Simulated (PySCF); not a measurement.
C5H10O.
SMILES with atom numbers: `[CH3:1]/[CH:2]=[CH:3]/[O:4][CH2:5][CH3:6]` (hydrogens: H7, H8, H9 on C1; H10 on C2; H11 on C3; H12, H13 on C5; H14, H15, H16 on C6)

Geometry (PBE0-D3(BJ)/def2-SVP, Å), atoms numbered from 1 in this order:
```xyz
16
C5H10O angstrom
C      3.1890   -0.4706   -0.4026
C      1.7039   -0.4225   -0.2440
C      0.9314    0.4396   -0.9196
O     -0.4040    0.5833   -0.8686
C     -1.1269   -0.2633   -0.0089
C     -2.5918    0.0768   -0.1244
H      3.5304   -1.4596   -0.7529
H      3.7080   -0.2787    0.5519
H      3.5421    0.2780   -1.1284
H      1.2524   -1.1303    0.4576
H      1.3650    1.1558   -1.6261
H     -0.7694   -0.1333    1.0308
H     -0.9414   -1.3199   -0.2829
H     -3.1886   -0.5676    0.5375
H     -2.9424   -0.0647   -1.1573
H     -2.7698    1.1251    0.1569
```

All values: wB97X-D/def2-SVPD (PySCF, non-relativistic), on one gas-phase PBE0-D3(BJ)/def2-SVP geometry that isn't relaxed in the solvent. The solvent is an IEF-PCM continuum (cavity from Bondi-type radii × 1.2), and excitations are vertical TDDFT with non-equilibrium linear response and a frozen core. Specific hydrogen bonds and non-electrostatic terms are outside this model.

| run | E − E(gas) (kJ/mol) | HOMO (eV) | HOMO–LUMO gap (eV) | dipole (D) | lowest singlet (eV) | static polarisability (au) |
| --- | --- | --- | --- | --- | --- | --- |
| gas | 0.00 | -8.15 | 10.61 | 1.03 | 6.52 | 69.1 |
| P | -10.01 | -8.20 | 10.76 | 1.35 | 6.56 | 86.6 |
| Q | -8.63 | -8.19 | 10.75 | 1.30 | 6.55 | 83.9 |

Question: The runs were made in chloroform and tetrahydrofuran. Which run belongs to which solvent?

Answer: P = tetrahydrofuran, Q = chloroform. The dielectric constants are 4.711 (chloroform), 7.426 (tetrahydrofuran), and the energy falls further as ε rises. The optical constants n² used for the excitations are 2.09, 1.97 in the same order. In this model the ground state sees the solvent through ε alone.

Question: How constant is the ratio of the lowering to (ε − 1)/(2ε + 1)?

Answer: 
```csv
solvent,(ε − 1)/(2ε + 1),E − E(gas) (kJ/mol),ratio (kJ/mol),polarisation term (kJ/mol)
chloroform,0.356,-8.63,-24.2,-9.43
tetrahydrofuran,0.405,-10.01,-24.7,-11.12
```

The ratio changes by +1.9 % in size from chloroform to tetrahydrofuran. The polarisation term is half the interaction of the solute with the induced surface charges.

On an x86-64 server with one thread, no GPU (shared host), this took 26 s wall. This is the whole response run at wB97X-D/def2-SVPD in tetrahydrofuran, SCF included.

wB97X-D is run here without its empirical dispersion term; that term would change no orbital, density or response property at a fixed geometry.
